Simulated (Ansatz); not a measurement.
Reaction (formal hydrolysis of a C–O bond): `CCCOC` + H₂O → `CCCO` + CH₃OH

Gas-phase electronic energies from Ansatz, PBE0-D4/def2-TZVP geometries. CCSD(T)/CBS is the MP2 limit (def2-TZVPP, def2-QZVPP) plus CCSD(T) − MP2 in def2-TZVPP, frozen cores. This one scheme is used for every species. DFT in def2-TZVPP. B3LYP here is the variant with VWN-RPA as its local correlation; programs differ in this. HSE06 is defined as in plane-wave codes. One conformer a species, not always the lowest.

`CCCOC`:

Cartesian coordinates in Å:
```
C -0.894 0.976 -1.880
C -0.598 -0.257 -1.045
C 0.135 0.084 0.230
O 0.379 -1.093 0.955
C 1.058 -0.851 2.154
H -1.516 1.690 -1.332
H -1.425 0.714 -2.797
H 0.026 1.493 -2.167
H -1.527 -0.773 -0.785
H 0.006 -0.968 -1.615
H 1.087 0.590 -0.001
H -0.461 0.786 0.837
H 1.206 -1.811 2.650
H 2.040 -0.388 1.976
H 0.483 -0.192 2.819
```

H₂O:

Cartesian coordinates in Å:
```
O 0.187 0.340 0.028
H -0.569 0.047 0.540
H 0.382 -0.387 -0.568
```

`CCCO`:

```xyz
12

C     1.253    0.101   -0.862
C     0.361   -0.316    0.294
C    -1.072    0.144    0.111
O    -1.932   -0.281    1.147
H     1.270    1.189   -0.979
H     2.282   -0.231   -0.712
H     0.902   -0.326   -1.805
H     0.752    0.098    1.232
H     0.366   -1.405    0.408
H    -1.100    1.238   -0.001
H    -1.485   -0.281   -0.809
H    -1.598    0.070    1.976
```

CH₃OH:

```xyz
6

C     0.078   -0.170   -0.303
O    -0.743    0.373    0.706
H    -0.582   -0.626   -1.042
H     0.750   -0.949    0.079
H     0.679    0.595   -0.809
H    -0.182    0.778    1.370
```

```csv
level,ΔE (kcal/mol),difference from CCSD(T)/CBS
LDA (SPW92),5.1,0.0
PBE-D4,4.2,-0.9
revPBE-D4,4.6,-0.5
BLYP-D4,4.4,-0.7
r2SCAN-D4,4.5,-0.6
B97M-V,4.7,-0.4
r2SCANh-D4,4.5,-0.6
HSE06-D4,4.2,-0.9
BHLYP-D4,4.4,-0.7
CAM-B3LYP-D4,4.4,-0.7
ωB97X-V,4.2,-0.9
ωB97M-V,4.3,-0.8
B2PLYP,4.1,-1.0
PBE-QIDH,4.5,-0.6
PBE,3.5,-1.6
revPBE,2.9,-2.2
r2SCAN,4.2,-0.9
PBE0,3.6,-1.5
B3LYP,3.3,-1.8
r2SCANh,4.2,-0.9
r2SCAN0,4.2,-0.9
HSE06,3.6,-1.5
BHLYP,3.6,-1.5
CAM-B3LYP,3.7,-1.4
LC-ωPBE,3.6,-1.5
RPA@PBE/def2-TZVPP,4.4,-0.7
HF/def2-SVP,2.5,-2.6
MP2/def2-SVP,4.4,-0.7
CCSD/def2-SVP,3.8,-1.3
CCSD(T)/def2-SVP,4.1,-1.0
MP2/def2-TZVPP,5.4,0.3
SCS-MP2/def2-TZVPP,4.7,-0.4
CCSD/def2-TZVPP,4.5,-0.6
CCSD(T)/def2-TZVPP,4.8,-0.3
HF/def2-QZVPP,3.2,-1.9
MP2/def2-QZVPP,5.6,0.5
SCS-MP2/def2-QZVPP,4.9,-0.2
HF/CBS(def2),3.2,-1.9
MP2/CBS(def2),5.7,0.6
CCSD/CBS(def2),4.8,-0.3
CCSD(T)/CBS,5.1,0
```

Largest T1 diagnostic among the species: 0.009.

In def2-TZVPP, CCSD(T) changes the Hartree–Fock value by +1.7 kcal/mol (the triples alone add +0.3 kcal/mol) and MP2 by +2.3 kcal/mol. At CCSD(T), def2-SVP lies −1.0 kcal/mol from the extrapolated value and def2-TZVPP −0.3 kcal/mol. The D4 term adds +1.0 kcal/mol with B3LYP and +0.6 kcal/mol with PBE0; it sums over pairs of atoms, weighted by their polarisabilities, and B3LYP, whose exchange is more repulsive, gets the larger term.
